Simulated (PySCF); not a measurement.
**C4H5F: electronic excitations and core binding energies**

Aim: predict the electronic excitations and core binding energies of C4H5F (`C[C@@H]1C=C1F`).

The runs use PySCF 2.14.0, with density-fitted response routines of our own; the level of theory stands in each step. All values are computed, except where a source is named. Atoms count from 0, in the outputs and in this text.

### 1 The starting structure

10 atoms, charge 0, multiplicity 1; geometry from: GFN2-xTB.

Bonds of the start (Å): C0–C1 1.51, C1–C2 1.53, C2–C3 1.30, C3–F4 1.32, C3–C1 1.48, C0–H5 1.09, C0–H6 1.09, C0–H7 1.09, C1–H8 1.09, C2–H9 1.06.

### 2 Ultraviolet spectrum: wB97X-D/def2-SVPD

The job: settings as JSON, then the geometry in Å.

```
{"job": {"kind": "uv", "xc": "wB97X-D", "basis": "def2-SVPD", "nstates": 8, "ntriplets": 3}, "charge": 0, "multiplicity": 1}
C     -1.275074     0.003821    -0.208833
C      0.044766     0.038990     0.530522
C      1.278833     0.680131    -0.101923
C      1.254956    -0.612662    -0.028269
F      1.842290    -1.770893    -0.262959
H     -1.854018     0.900361     0.005299
H     -1.860399    -0.860898     0.099002
H     -1.109312    -0.053334    -1.282105
H     -0.067287     0.093339     1.611679
H      1.754127     1.585799    -0.384942
```

With the program's defaults for keys left out, this is: TDDFT wB97X-D/def2-SVPD, vertical, gas phase, core orbitals frozen in the response.

On the command line:

```console
$ OMP_NUM_THREADS=1 python probes_run.py task.json out
```

The driver reads the jobs from task.json and runs them one after another.

Standard output:

```text
coarse grid: 8536 points
cycle   1  E = -254.8330243316  dE =  8.882e-01  |g| = 4.160e-01  |ddm| = 4.306e+00
cycle   2  E = -254.8423897863  dE = -9.365e-03  |g| = 3.978e-01  |ddm| = 8.390e-01
cycle   3  E = -254.8700114051  dE = -2.762e-02  |g| = 4.881e-02  |ddm| = 4.566e-01
cycle   4  E = -254.8705392882  dE = -5.279e-04  |g| = 1.458e-02  |ddm| = 8.592e-02
cycle   5  E = -254.8705967242  dE = -5.744e-05  |g| = 4.943e-03  |ddm| = 3.887e-02
cycle   6  E = -254.8706040588  dE = -7.335e-06  |g| = 1.082e-03  |ddm| = 1.238e-02
final grid: 83296 points
cycle   7  E = -254.9082054811  dE = -1.108e-04  |g| = 5.215e-03  |ddm| = 1.240e-01
cycle   8  E = -254.9082067082  dE = -1.227e-06  |g| = 5.669e-03  |ddm| = 1.681e-02
cycle   9  E = -254.9082118970  dE = -5.189e-06  |g| = 5.487e-04  |ddm| = 4.680e-03
cycle  10  E = -254.9082119799  dE = -8.290e-08  |g| = 3.196e-04  |ddm| = 1.990e-03
cycle  11  E = -254.9082120070  dE = -2.708e-08  |g| = 7.226e-05  |ddm| = 5.758e-04
cycle  12  E = -254.9082120085  dE = -1.519e-09  |g| = 3.006e-05  |ddm| = 1.673e-04
cycle  13  E = -254.9082120089  dE = -3.586e-10  |g| = 8.359e-06  |ddm| = 9.034e-05
converged SCF energy = -254.9082120089

Static polarisability (au): isotropic 46.087, principal 39.182 47.806 51.273

Singlet excitations
state   eV       nm        f      main configurations
  1   6.7569    183.5   0.07032   H->L 0.92
  2   6.9519    178.3   0.02082   H->L+1 0.79, H-1->L 0.09
  3   7.2407    171.2   0.01647   H-1->L 0.77, H->L+1 0.10
  4   7.9449    156.1   0.00965   H-2->L 0.44, H->L+3 0.25, H->L+2 0.15
  5   8.0528    154.0   0.00585   H-2->L 0.40, H->L+3 0.27, H->L+2 0.21
  6   8.1837    151.5   0.02844   H->L+2 0.44, H->L+4 0.34, H->L+3 0.11
  7   8.4239    147.2   0.02343   H-1->L+1 0.82
  8   8.5262    145.4   0.03699   H->L+4 0.55, H->L+3 0.24, H->L+2 0.11

Triplet excitations (Tamm-Dancoff, eV): 4.5318 6.6732 6.7801
```

Wall time 23 s (1 thread of Arm Neoverse N1, shared host); peak memory 0.57 GiB.

The orbitals next to the gap, with their largest atomic shares:

| orbital | eV | atoms |
| --- | --- | --- |
| HOMO−3 | -12.82 | C0 35 %, H7 19 %, C1 18 % |
| HOMO−2 | -11.54 | C2 26 %, C1 17 %, C3 15 % |
| HOMO−1 | -10.49 | C1 30 %, C3 18 %, C2 14 % |
| HOMO | -9.14 | C2 33 %, C3 25 %, C1 14 % |
| LUMO | 2.19 | C2 34 %, C3 31 %, H9 10 % |
| LUMO+1 | 2.33 | C3 30 %, C2 19 %, C0 13 % |
| LUMO+2 | 3.15 | H9 22 %, F4 18 %, C3 17 % |

With each of the 8 states as a Gaussian band of 0.4 eV half-width at 1/e, the curve within the window shown has maxima at 181 nm (ε 3,800), 148 nm (ε 3,400) L/(mol cm). Beyond the last state computed it falls off for lack of states. The curve at chosen wavelengths:

(nm, ε (L/mol/cm)): (140, 1294), (142, 2060), (145, 3059), (147, 3371), (150, 3212), (152, 2801), (154, 2279), (157, 1510), (159, 1117), (162, 817), (164, 824), (166, 986), (169, 1468), (171, 1910), (174, 2657), (176, 3130), (178, 3505), (181, 3754), (183, 3668), (186, 3197), (188, 2728), (190, 2212), (193, 1474), (195, 1062), (198, 599), (200, 389)

Further results of this job:

| property | computed |
| --- | --- |
| dipole moment (D) | 1.31 |
| polarisability (Å³) | 6.83 |
| HOMO–LUMO gap (eV) | 11.33 |
| −ε(HOMO) (eV) | 9.14 |

### 3 Core-electron binding energies: SCAN, X2C

The job, as its differences from that of step 2:

```diff
@@ -1,2 +1,2 @@
-{"job": {"kind": "uv", "xc": "wB97X-D", "basis": "def2-SVPD", "nstates": 8, "ntriplets": 3}, "charge": 0, "multiplicity": 1}
+{"job": {"kind": "xps"}, "charge": 0, "multiplicity": 1}
 C     -1.275074     0.003821    -0.208833
```

With the program's defaults for keys left out, this is: delta-SCF UKS SCAN, pcX-2 on the ionised atom, pcseg-1 elsewhere, spin-free X2C.

Standard output:

```text
ground state, core basis on atom 0 (C), 126 functions
  cycle   1  E = -255.10958841  |g| = 5.14e-01
  cycle   2  E = -255.04753007  |g| = 7.14e-01
  cycle   3  E = -255.16144154  |g| = 1.79e-01
  cycle   4  E = -255.16930773  |g| = 5.69e-02
  cycle   5  E = -255.16995014  |g| = 2.11e-02
  cycle   6  E = -255.17004805  |g| = 5.20e-03
  cycle   7  E = -255.17005143  |g| = 2.29e-03
  cycle   8  E = -255.17005215  |g| = 7.12e-04
  cycle   9  E = -255.17005367  |g| = 1.49e-04
  E(ground) = -255.17294501 Eh
hole in C 1s of atom 0
  cycle   1  E = -243.93697954  |g| = 1.50e+00
  cycle   2  E = -243.30783735  |g| = 1.79e+00
  cycle   3  E = -244.43612103  |g| = 3.57e-01
  cycle   4  E = -244.47425813  |g| = 1.88e-01
  cycle   5  E = -244.49079986  |g| = 4.66e-02
  cycle   6  E = -244.49151365  |g| = 1.96e-02
  cycle   7  E = -244.49165539  |g| = 8.96e-03
  cycle   8  E = -244.49168419  |g| = 3.16e-03
  cycle   9  E = -244.49168884  |g| = 1.29e-03
  cycle  10  E = -244.49168896  |g| = 1.28e-03
  cycle  11  E = -244.49169003  |g| = 2.90e-04
  E(ion) = -244.49395084 Eh   <S^2> = 0.7675   hole on atom = 1.000   binding energy = 290.590 eV
ground state, core basis on atom 1 (C), 126 functions
  cycle   1  E = -255.17265594  |g| = 5.97e-02
  cycle   2  E = -255.17260136  |g| = 2.62e-02
  cycle   3  E = -255.17266154  |g| = 2.12e-02
  cycle   4  E = -255.17276400  |g| = 6.26e-03
  cycle   5  E = -255.17277369  |g| = 7.19e-04
  cycle   6  E = -255.17277409  |g| = 1.79e-04
  E(ground) = -255.17544686 Eh
hole in C 1s of atom 1
  cycle   1  E = -243.89400621  |g| = 1.51e+00
  cycle   2  E = -242.90545816  |g| = 2.06e+00
  cycle   3  E = -244.37985354  |g| = 4.62e-01
  cycle   4  E = -244.42928220  |g| = 3.15e-01
  cycle   5  E = -244.45808258  |g| = 9.28e-02
  cycle   6  E = -244.46078432  |g| = 3.93e-02
  cycle   7  E = -244.46146608  |g| = 1.77e-02
  cycle   8  E = -244.46162701  |g| = 6.12e-03
  cycle   9  E = -244.46165393  |g| = 2.07e-03
  cycle  10  E = -244.46165997  |g| = 1.31e-03
  cycle  11  E = -244.46166250  |g| = 3.45e-04
  E(ion) = -244.46415025 Eh   <S^2> = 0.7763   hole on atom = 1.000   binding energy = 291.469 eV
ground state, core basis on atom 2 (C), 126 functions
  cycle   1  E = -255.17353582  |g| = 5.85e-02
  cycle   2  E = -255.17329562  |g| = 3.62e-02
  cycle   3  E = -255.17309549  |g| = 4.54e-02
  cycle   4  E = -255.17360989  |g| = 7.89e-03
  cycle   5  E = -255.17362485  |g| = 9.10e-04
  cycle   6  E = -255.17362500  |g| = 2.66e-04
  E(ground) = -255.17726595 Eh
hole in C 1s of atom 2
  cycle   1  E = -243.91423914  |g| = 1.51e+00
  cycle   2  E = -242.85875810  |g| = 2.06e+00
  cycle   3  E = -244.32476013  |g| = 6.34e-01
  cycle   4  E = -244.43997852  |g| = 3.67e-01
  cycle   5  E = -244.48238718  |g| = 1.19e-01
  cycle   6  E = -244.48743641  |g| = 3.90e-02
  cycle   7  E = -244.48815738  |g| = 1.13e-02
  cycle   8  E = -244.48823380  |g| = 6.95e-03
  cycle   9  E = -244.48827088  |g| = 2.60e-03
  cycle  10  E = -244.48828526  |g| = 1.48e-03
  cycle  11  E = -244.48828796  |g| = 6.08e-04
  cycle  12  E = -244.48828829  |g| = 2.55e-04
  E(ion) = -244.49168681 Eh   <S^2> = 0.7940   hole on atom = 1.000   binding energy = 290.769 eV
ground state, core basis on atom 3 (C), 126 functions
  cycle   1  E = -255.17718320  |g| = 6.07e-02
  cycle   2  E = -255.17659187  |g| = 5.46e-02
  cycle   3  E = -255.17673831  |g| = 4.89e-02
  cycle   4  E = -255.17732065  |g| = 4.46e-03
  cycle   5  E = -255.17732411  |g| = 1.05e-03
  cycle   6  E = -255.17732404  |g| = 2.74e-04
  E(ground) = -255.18100486 Eh
hole in C 1s of atom 3
  cycle   1  E = -243.83627326  |g| = 1.51e+00
  cycle   2  E = -242.05189585  |g| = 2.44e+00
  cycle   3  E = -244.15940612  |g| = 7.16e-01
  cycle   4  E = -244.24234210  |g| = 6.15e-01
  cycle   5  E = -244.39963134  |g| = 1.27e-01
  cycle   6  E = -244.40563563  |g| = 3.96e-02
  cycle   7  E = -244.40657142  |g| = 1.25e-02
  cycle   8  E = -244.40687692  |g| = 8.93e-03
  cycle   9  E = -244.40712660  |g| = 6.79e-03
  cycle  10  E = -244.40725967  |g| = 5.62e-03
  cycle  11  E = -244.40729149  |g| = 1.66e-03
  cycle  12  E = -244.40729320  |g| = 1.05e-03
  cycle  13  E = -244.40729397  |g| = 4.38e-04
  E(ion) = -244.41065838 Eh   <S^2> = 0.8657   hole on atom = 1.000   binding energy = 293.076 eV
ground state, core basis on atom 4 (F), 126 functions
  cycle   1  E = -255.21632535  |g| = 1.22e-01
  cycle   2  E = -255.21441024  |g| = 1.11e-01
  cycle   3  E = -255.21509321  |g| = 8.88e-02
  cycle   4  E = -255.21668491  |g| = 1.69e-02
  cycle   5  E = -255.21675071  |g| = 7.36e-04
  cycle   6  E = -255.21675016  |g| = 2.79e-04
  E(ground) = -255.22184674 Eh
hole in F 1s of atom 4
  cycle   1  E = -228.82142609  |g| = 2.58e+00
  cycle   2  E = -227.82407618  |g| = 2.55e+00
  cycle   3  E = -228.99646867  |g| = 1.12e+00
  cycle   4  E = -229.51868995  |g| = 6.31e-01
  cycle   5  E = -229.71927541  |g| = 8.14e-02
  cycle   6  E = -229.72027325  |g| = 6.32e-02
  cycle   7  E = -229.72233066  |g| = 1.20e-02
  cycle   8  E = -229.72241068  |g| = 4.27e-03
  cycle   9  E = -229.72242718  |g| = 2.08e-03
  cycle  10  E = -229.72244088  |g| = 1.89e-03
  cycle  11  E = -229.72245766  |g| = 1.85e-03
  cycle  12  E = -229.72248743  |g| = 1.77e-03
  cycle  13  E = -229.72253240  |g| = 1.45e-03
  cycle  14  E = -229.72255105  |g| = 1.04e-03
  cycle  15  E = -229.72256116  |g| = 1.40e-03
  cycle  16  E = -229.72256350  |g| = 4.28e-04
  E(ion) = -229.73367873 Eh   <S^2> = 0.7737   hole on atom = 1.000   binding energy = 693.568 eV
```

It took 57 s on 1 thread of Arm Neoverse N1, shared host; peak memory 0.45 GiB.

The holes in one table. −ε is the ground-state orbital energy:

| hole | stands for | environment | ΔSCF (eV) | −ε (eV) | ⟨S²⟩ |
| --- | --- | --- | --- | --- | --- |
| C1s on C0 | C0 | methyl carbon | 290.59 | 273.3 | 0.767 |
| C1s on C1 | C1 | three-membered-ring carbon | 291.47 | 274.6 | 0.776 |
| C1s on C2 | C2 | alkene CH | 290.77 | 274.0 | 0.794 |
| C1s on C3 | C3 | fully substituted alkene carbon | 293.08 (doubtful) | 276.2 | 0.866 |
| F1s on F4 | F4 | vinylic fluorine | 693.57 | 667.8 | 0.774 |

Doubtful: the ion did not converge, its hole moved, or its ⟨S²⟩ is well above 0.75.

### 4 Results

| quantity | value |
| --- | --- |
| lowest singlet (wB97X-D/def2-SVPD) | 6.76 eV (183 nm), f = 0.070 |
| lowest triplet | 4.53 eV |
| C1s binding energies, SCAN/pcX-2 (standing for 3 of 4 atoms) | C1 291.47, C2 290.77, C0 290.59 eV |
| F1s binding energies, SCAN/pcX-2 | F4 693.57 eV |

In words: The lowest singlet, at 6.76 eV, is HOMO→LUMO 0.92 and is bright. The lowest triplet lies 2.23 eV below the lowest singlet (triplets in Tamm-Dancoff, singlets in full TDDFT). The C1s levels kept as sound span 0.88 eV, from C0 (methyl carbon) up to C1 (three-membered-ring carbon). Only 3 of the 4 C atoms are covered by sound results.
